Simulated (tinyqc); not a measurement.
Worked calculation: RHF in the sto-3g basis, for H2O, spin multiplicity 1. One step of it, computed by the program tinyqc.

Task: Iteration 2: diagonalisation and new density. Diagonalise F' = X^T F X, C = X C', fill 5 alpha and 5 beta electrons from the bottom; D = 2 C_occ C_occ^T. Each column has its largest component positive (the first on a tie).

Fock matrix F (hartree), order 1O 1s, 1O 2s, 1O 2px, 1O 2py, 1O 2pz, 2H 1s, 3H 1s:
$$\begin{pmatrix}
-20.222245 & -5.166383 & 0.000000 & 0.000000 & -0.035652 & -1.409160 & -1.409160 \\
-5.166383 & -2.455262 & 0.000000 & 0.000000 & -0.179615 & -1.166020 & -1.166020 \\
0.000000 & 0.000000 & -0.391406 & 0.000000 & 0.000000 & 0.000000 & 0.000000 \\
0.000000 & 0.000000 & 0.000000 & -0.360412 & 0.000000 & -0.384780 & 0.384780 \\
-0.035652 & -0.179615 & 0.000000 & 0.000000 & -0.430594 & -0.435993 & -0.435993 \\
-1.409160 & -1.166020 & 0.000000 & -0.384780 & -0.435993 & -0.706220 & -0.555866 \\
-1.409160 & -1.166020 & 0.000000 & 0.384780 & -0.435993 & -0.555866 & -0.706220
\end{pmatrix}$$

X, order 1O 1s, 1O 2s, 1O 2px, 1O 2py, 1O 2pz, 2H 1s, 3H 1s:
$$\begin{pmatrix}
1.024420 & -0.146709 & 0.000000 & 0.000000 & -0.012857 & 0.022741 & 0.022741 \\
-0.146709 & 1.306008 & 0.000000 & 0.000000 & 0.152735 & -0.336961 & -0.336961 \\
0.000000 & 0.000000 & 1.000000 & 0.000000 & 0.000000 & 0.000000 & 0.000000 \\
0.000000 & 0.000000 & 0.000000 & 1.122501 & 0.000000 & -0.252960 & 0.252960 \\
-0.012857 & 0.152735 & 0.000000 & 0.000000 & 1.082119 & -0.181730 & -0.181730 \\
0.022741 & -0.336961 & 0.000000 & -0.252960 & -0.181730 & 1.274556 & -0.134961 \\
0.022741 & -0.336961 & 0.000000 & 0.252960 & -0.181730 & -0.134961 & 1.274556
\end{pmatrix}$$

Give: F' = X^T F X; orbital energies; coefficients C; D after iteration 2.

Result:

F' = X^T F X (hartree):
$$\begin{pmatrix}
-19.838 & -2.701 & 0.000 & 0.000 & -0.059 & -0.248 & -0.248 \\
-2.701 & -1.146 & 0.000 & 0.000 & 0.125 & -0.586 & -0.586 \\
0.000 & 0.000 & -0.391 & 0.000 & 0.000 & 0.000 & 0.000 \\
0.000 & 0.000 & 0.000 & -0.036 & 0.000 & -0.502 & 0.502 \\
-0.059 & 0.125 & 0.000 & 0.000 & -0.227 & -0.372 & -0.372 \\
-0.248 & -0.586 & 0.000 & -0.502 & -0.372 & 0.040 & -0.164 \\
-0.248 & -0.586 & 0.000 & 0.502 & -0.372 & -0.164 & 0.040
\end{pmatrix}$$

orbital energies (hartree): MO1 -20.232, MO2 -1.311, MO3 -0.636, MO4 -0.482, MO5 -0.391, MO6 0.688, MO7 0.804

coefficients C, order 1O 1s, 1O 2s, 1O 2px, 1O 2py, 1O 2pz, 2H 1s, 3H 1s:
$$\begin{pmatrix}
0.994 & -0.225 & 0.000 & 0.115 & 0.000 & -0.143 & 0.000 \\
0.028 & 0.779 & 0.000 & -0.585 & 0.000 & 1.014 & 0.000 \\
0.000 & 0.000 & 0.000 & 0.000 & 1.000 & 0.000 & 0.000 \\
0.000 & 0.000 & 0.626 & 0.000 & 0.000 & 0.000 & 0.998 \\
0.006 & 0.174 & 0.000 & 0.774 & 0.000 & 0.795 & 0.000 \\
-0.007 & 0.176 & 0.450 & 0.237 & 0.000 & -0.842 & -0.925 \\
-0.007 & 0.176 & -0.450 & 0.237 & 0.000 & -0.842 & 0.925
\end{pmatrix}$$

D after iteration 2, order 1O 1s, 1O 2s, 1O 2px, 1O 2py, 1O 2pz, 2H 1s, 3H 1s:
$$\begin{pmatrix}
2.104 & -0.429 & 0.000 & 0.000 & 0.111 & -0.038 & -0.038 \\
-0.429 & 1.900 & 0.000 & 0.000 & -0.633 & -0.003 & -0.003 \\
0.000 & 0.000 & 2.000 & 0.000 & 0.000 & 0.000 & 0.000 \\
0.000 & 0.000 & 0.000 & 0.785 & 0.000 & 0.564 & -0.564 \\
0.111 & -0.633 & 0.000 & 0.000 & 1.258 & 0.427 & 0.427 \\
-0.038 & -0.003 & 0.000 & 0.564 & 0.427 & 0.579 & -0.231 \\
-0.038 & -0.003 & 0.000 & -0.564 & 0.427 & -0.231 & 0.579
\end{pmatrix}$$
